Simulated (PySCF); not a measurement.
Level of theory: PySCF, PBE0, basis Al def2-TZVP, F def2-TZVP (no relativity, density fitting).

Each entry is the lowest minimum that a search over a few typed start shapes (and spin states, where more than one is plausible) found, or that minimum re-optimised at the stated level; isomers with ligand–ligand bonds, or fragments after loss of a ligand pair, can lie lower. Open shells are unrestricted.

AlF₂ is a doublet of C2v symmetry with Al–F 1.647 Å (×2); F–Al–F 119.6°. Its wavenumbers are 230, 756, 903 cm⁻¹.

**Question.** What changes when one electron is removed, giving AlF₂⁺?

**Answer.** It costs 8.76 eV between the minima (8.79 eV with zero-point energy). AlF₂⁺ is a singlet of D∞h symmetry with Al–F 1.586 Å (×2); F–Al–F 180.0°; wavenumbers 183 (×2), 765, 1172 cm⁻¹.
